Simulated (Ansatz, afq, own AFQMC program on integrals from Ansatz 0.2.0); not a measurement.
# AlNH2, singlet in cc-pVDZ, levels against CCSDT(Q)

```yaml
atoms:
  - { symbol: Al, position_ang: [0.0000, 0.0000, 0.6968] }
  - { symbol: N, position_ang: [0.0000, 0.0000, -1.0992] }
  - { symbol: H, position_ang: [0.0000, 0.8223, -1.6887] }
  - { symbol: H, position_ang: [0.0000, -0.8223, -1.6887] }
```

Connectivity, by distances: Al–NH2.

Basis cc-pVDZ. Only valence electrons are correlated. AFQMC by an in-house program on the Cholesky factors that Ansatz 0.2.0 writes for its CCSD(T) run. The CISD trial takes its coefficients from CCSD amplitudes. Released means that phaseless walkers are propagated on without the constraint, phases kept. Uncertainties: one standard error, sampling alone.

Determinant: RHF, the one that the program's search chose, which needn't be the lowest solution. The geometry is a point of a scan.

No full CI on the walks' own integrals is used here; CCSDT(Q) serves as the reference and is uncertain by about the last step of the cluster series.

The T1 diagnostic is 0.0165. The weight of the determinant in the CISD state is 0.877 and the size of the correlated space is 10 electrons in 36 orbitals.

Reference: CCSDT(Q), correlation energy -6.935 eV. The released energy is read at 2.40 1/Eh (meV from the phaseless value at times in 1/Eh: 15 ± 14 at 0.24, 19 ± 12 at 0.51, 22 ± 12 at 0.99, 1 ± 13 at 1.62, 29 ± 14 at 2.40).

| level | E − E(reference) (kcal/mol) | share of correlation (%) |
| --- | --- | --- |
| HF | 159.93 | 0.00 |
| MP2 | 19.62 | 87.73 |
| CCSD | 4.87 | 96.95 |
| CCSD(T) | 0.76 | 99.52 |
| CCSDT | 0.42 | 99.74 |
| ph-AFQMC/HF | 2.47 ± 1.54 | 98.46 |
| ph-AFQMC/CISD | -0.25 ± 0.24 | 100.16 |
| released AFQMC | 0.42 ± 0.31 | 99.74 |

A walk keeps the symmetry of its determinant, which the program's search chose and which needn't be the lowest solution, so a lower state of the same spin and another symmetry isn't excluded. Released energies are given only where the last usable release times agree within the noise; a slower fall can still hide under it.
